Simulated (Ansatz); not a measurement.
Reaction (SMILES): CS (CH3-SH) → CH4S+ (doublet, bonded as CS) + e-
B3LYP-D3(BJ)/def2-TZVP geometries, fixed; electronic energies without zero-point terms.

How fast the adiabatic ionisation energy converges with the basis for several methods (Ansatz, a program for electronic structure): deviation from each method's own reference, in eV. References: B3LYP 9.358 eV, the value in aug-pcseg-3; CCSD(T) 9.509 eV, Hartree-Fock in cc-pV(Q+d)Z plus the correlation part extrapolated as X^-3 from cc-pV(T+d)Z and cc-pV(Q+d)Z; HF 8.269 eV, the value in aug-pcseg-3; MP2 9.558 eV, Hartree-Fock in aug-cc-pV(Q+d)Z plus the correlation part extrapolated as X^-3 from aug-cc-pV(T+d)Z and aug-cc-pV(Q+d)Z; PBE 9.238 eV, the value in aug-pcseg-3; wB97M-V 9.389 eV, the value in aug-pcseg-3. Cartesian d functions, on some or all atoms, in 6-31+G*, 6-31G**; all else is spherical. In correlated methods cores are frozen. Open shells are unrestricted. No added dispersion term, no relativity. Functionals ending in -V hold VV10 correlation. 

```csv
basis,functions,B3LYP,CCSD(T),HF,MP2,PBE,wB97M-V
6-31G,30,0.172,-0.487,0.390,-0.515,0.148,0.176
pcseg-0,30,0.375,-0.323,0.653,-0.345,0.367,0.388
6-31+G*,50,0.039,-0.543,0.117,-0.530,0.036,0.042
6-31G**,54,-0.018,-0.501,0.101,-0.494,-0.022,-0.012
cc-pV(D+d)Z,57,-0.078,-0.472,0.031,-0.450,-0.076,-0.060
aug-cc-pV(D+d)Z,91,0.011,-0.271,0.036,-0.264,0.010,0.017
"6-311++G(3df,3pd)",158,0.007,-0.152,0.016,-0.156,0.012,0.007
aug-pcseg-2,188,0.009,-0.152,0.015,-0.154,0.011,0.005
aug-cc-pV(T+d)Z,193,0.002,-0.106,0.005,-0.110,0.003,-0.001
cc-pV(Q+d)Z,239,-0.005,-0.073,0.001,-0.075,-0.007,-0.002
pcseg-3,256,0.000,-0.090,0.000,-0.091,-0.001,-0.001
def2-QZVPPD,274,0.001,-0.064,0.003,-0.065,0.001,0.004
```

Mean absolute deviation over 6-311++G(3df,3pd), aug-pcseg-2, aug-cc-pV(T+d)Z: wB97M-V 0.004, B3LYP 0.006, PBE 0.009, HF 0.012, CCSD(T) 0.137, MP2 0.140 eV.
